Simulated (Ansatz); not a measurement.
Bond stretch in SMILES S=C=S, singlet. The C1–S3 bond (C1 also carries S; S3 carries nothing else) is stretched with both fragments frozen at the PBE0/def2-TZVP optimised geometry.

Calculation: Ansatz (a program for electronic structure) with CCSD(T) on UHF/cc-pVTZ, frozen core.

**Question.** Relative to R = 1.55 Å, what are the energies at R = 1.65, 1.95, 2.55, 4.65 Å?

**Answer.** 5.1 mEh at 1.65 Å, 66.5 mEh at 1.95 Å, 170.1 mEh at 2.55 Å, 175.0 mEh at 4.65 Å.

The unrestricted determinant behind UCCSD(T) is spin-contaminated at 2.35 to 5.45 Å (<S²> up to 1.0, against 0.00 for a pure singlet).
